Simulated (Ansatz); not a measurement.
Input file:

```yaml
crystal:
  periodic: [false, false, false]
  atoms:
    - {symbol: Be, position_ang: [0.000000, 0.000000, 0.090096]}
    - {symbol: Be, position_ang: [0.000000, 0.000000, -2.058193]}
    - {symbol: H, position_ang: [0.000000, 0.000000, 1.968096]}
basis:
  gaussian: {orbitals: cc-pVDZ}
magnetization: {spin_polarized: false, initial_magnetization: 1}
correlation: {method: fic_mrcisd_q, electrons: outside_noble_gas, active_space: {window: {electrons: 3, orbitals: 3}}}
```

```sh
$ ansatz run in.yaml --threads 1 --pin off --events-out ev --progress --plain --max-ram 2393MiB
```

The program prints:

```
302 factors; integrals over basis functions are off by at most 1.4e-3 eV
mean field evaluation 1: about -806.9806 eV, gradient 8.1e0 eV
mean field evaluation 2: about -807.0084 eV, gradient 8.3e0 eV
mean field evaluation 4: about -808.7005 eV, gradient 1.9e0 eV
mean field evaluation 8: about -808.8227 eV, gradient 2.5e-1 eV
mean field evaluation 16: about -808.0324 eV, gradient 2.8e0 eV
mean field evaluation 32: about -807.4601 eV, gradient 8.2e-1 eV
mean field -808.82498619 eV, -29.7237700014 hartree, gradient 1.3e-6 eV, S^2 0.750000; 4 other end points of the search recorded, 0 dependent functions left out
reference -808.82498619 eV, -29.7237700014 hartree; 5, 4 occupied and 28, 29 virtual orbitals, 302 factors
state -809.41929954 eV, -29.7456106142 hartree
contracted CI cycle   1: correlation 0.00000000 eV, 0.0000000000 hartree, residual 7.21e0 eV
contracted CI cycle   2: correlation -1.52139766 eV, -0.0559103328 hartree, residual 1.53e0 eV
contracted CI cycle   3: correlation -1.60174833 eV, -0.0588631653 hartree, residual 5.14e-1 eV
contracted CI cycle   4: correlation -1.61187442 eV, -0.0592352924 hartree, residual 2.00e-1 eV
contracted CI cycle   5: correlation -1.61333125 eV, -0.0592888297 hartree, residual 8.61e-2 eV
contracted CI cycle   6: correlation -1.61358509 eV, -0.0592981585 hartree, residual 3.69e-2 eV
contracted CI cycle   7: correlation -1.61362931 eV, -0.0592997833 hartree, residual 1.88e-2 eV
contracted CI cycle   8: correlation -1.61363826 eV, -0.0593001123 hartree, residual 8.10e-3 eV
contracted CI cycle   9: correlation -1.61364017 eV, -0.0593001824 hartree, residual 3.19e-3 eV
contracted CI cycle  10: correlation -1.61364047 eV, -0.0593001937 hartree, residual 1.19e-3 eV
contracted CI cycle  11: correlation -1.61364052 eV, -0.0593001953 hartree, residual 5.44e-4 eV
state -809.41929954 eV, -29.7456106142 hartree; corrected -811.15204431 eV, -29.8092878097 hartree
state -809.15002406 eV, -29.7357149228 hartree
contracted CI cycle   1: correlation 0.00000000 eV, 0.0000000000 hartree, residual 8.02e0 eV
contracted CI cycle   2: correlation -1.68341900 eV, -0.0618645073 hartree, residual 2.05e0 eV
contracted CI cycle   3: correlation -1.80817464 eV, -0.0664491924 hartree, residual 6.62e-1 eV
contracted CI cycle   4: correlation -1.82355721 eV, -0.0670144915 hartree, residual 2.79e-1 eV
contracted CI cycle   5: correlation -1.82599286 eV, -0.0671039999 hartree, residual 1.03e-1 eV
contracted CI cycle   6: correlation -1.82636007 eV, -0.0671174947 hartree, residual 4.03e-2 eV
contracted CI cycle   7: correlation -1.82641211 eV, -0.0671194071 hartree, residual 1.48e-2 eV
contracted CI cycle   8: correlation -1.82642036 eV, -0.0671197102 hartree, residual 6.61e-3 eV
contracted CI cycle   9: correlation -1.82642180 eV, -0.0671197633 hartree, residual 2.73e-3 eV
contracted CI cycle  10: correlation -1.82642205 eV, -0.0671197724 hartree, residual 1.02e-3 eV
state -809.15002406 eV, -29.7357149228 hartree; corrected -811.11530024 eV, -29.8079374903 hartree
state -809.41929954 eV, -29.7456106142 hartree; corrected -811.15204431 eV, -29.8092878097 hartree
Total energy: -811.15204431 eV, -29.8092878097 hartree
```

For the same geometry and basis full CI lies 17.2 meV higher.

Ran on 1 thread of Arm Neoverse V1, shared host: 0.78 s wall, 0.08 GiB peak host memory.
